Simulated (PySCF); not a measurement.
Isomers of C7H5N. Computed with PBE0-D3(BJ)/def2-SVP geometry optimisation, gas phase in PySCF 2.14.0. Energies are electronic, without zero-point or thermal terms, for one conformer each. No frequencies were run at this level. Point groups hold within 0.08 Å.

Question: Order them by energy at this level, lowest first, and give relative energies in kJ/mol.
A. `[C-]#[N+]c1ccccc1`
B. 3-ethynylpyridine, `C#Cc1cccnc1`
C. `N#Cc1ccccc1`

Answer: C (0.0), A (82.8), B (162.4).

As drawn, the lowest has a C≡N group, which the highest lacks; the highest has a C≡C bond, which the lowest lacks.

| SMILES | E (Eh) | E rel (kJ/mol) | dipole (D) | point group | A, B, C (MHz) |
| --- | --- | --- | --- | --- | --- |
| N#Cc1ccccc1 | -323.88157 | 0.0 | 4.46 | C2v | 5659, 1546, 1214 |
| [C-]#[N+]c1ccccc1 | -323.85003 | 82.8 | 4.03 | C2v | 5665, 1640, 1272 |
| C#Cc1cccnc1 | -323.81972 | 162.4 | 1.97 | Cs | 5871, 1552, 1228 |

Question: How do the relative energies change in single points at PBE0/pcSseg-1 (no added dispersion term) on the same geometries?

Answer: 
```csv
SMILES,PBE0-D3(BJ)/def2-SVP (kJ/mol),PBE0/pcSseg-1 (kJ/mol),shift
N#Cc1ccccc1,0.0,0.0,0.0
[C-]#[N+]c1ccccc1,82.8,86.9,+4.1
C#Cc1cccnc1,162.4,163.3,+0.9
```

Each column counts from its own lowest isomer. The order is unchanged; the largest shift is 4.1 kJ/mol.
